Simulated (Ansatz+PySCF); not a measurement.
# quintet O₄: levels of theory in one basis

```yaml
atoms:
  - { symbol: O, position_ang: [0.6010, -1.6500, 0.0000] }
  - { symbol: O, position_ang: [-0.6010, -1.6500, 0.0000] }
  - { symbol: O, position_ang: [0.0000, 1.6500, 0.6010] }
  - { symbol: O, position_ang: [0.0000, 1.6500, -0.6010] }
```

Basis set: cc-pVTZ (spherical functions). Left uncorrelated: 4 orbitals. Correlation on ROHF uses semicanonical orbitals with singles. Charge 0, multiplicity 5.

Computed with Ansatz (development build ahead of 0.2.0) and PySCF 2.14.0; the reference of a correlated method needn't be the lowest determinant of its kind.

```csv
method,E − E(ROHF) (eV),<S²> of the determinant
ROHF,0.00,6.00
UHF,-1.22,6.08
ROHF-MP2,-25.35,–
UHF-MP2,-24.83,6.08
ROHF-CCSD,-24.84,–
ROHF-CCSD(T),-25.88,–
UHF-CCSD(T),-25.88,6.08
```

(1) What does UHF-CCSD give on the same scale?

Results:

(1) -24.92 eV.

Caution for ROHF, ROHF-MP2, ROHF-CCSD, ROHF-CCSD(T): an unrestricted determinant lies well below. Caution for ROHF, ROHF-MP2: the determinant breaks the point group. Caution for ROHF-MP2: another reference gives a lower total.
